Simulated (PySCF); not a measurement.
formaldehyde (CH2O), SMILES C=O.

Geometry: PBE-D3(BJ)/def2-TZVPD.

Method: PBE-D3(BJ)/def2-TZVPD in PySCF.

Harmonic, unscaled wavenumbers; measured fundamentals usually lie a few per cent lower.

```csv
mode,ν (cm⁻¹),IR (km/mol),moving atoms (share of kinetic energy)
1,1148,6.3,"H 71 %, C 27 %"
2,1218,8.8,"H 73 %, C 20 %"
3,1477,9.2,"H 91 %, O 9 %"
4,1762,103.8,"C 56 %, O 38 %"
5,2794,81.4,H 96 %
6,2840,138.1,"H 89 %, C 11 %"
```
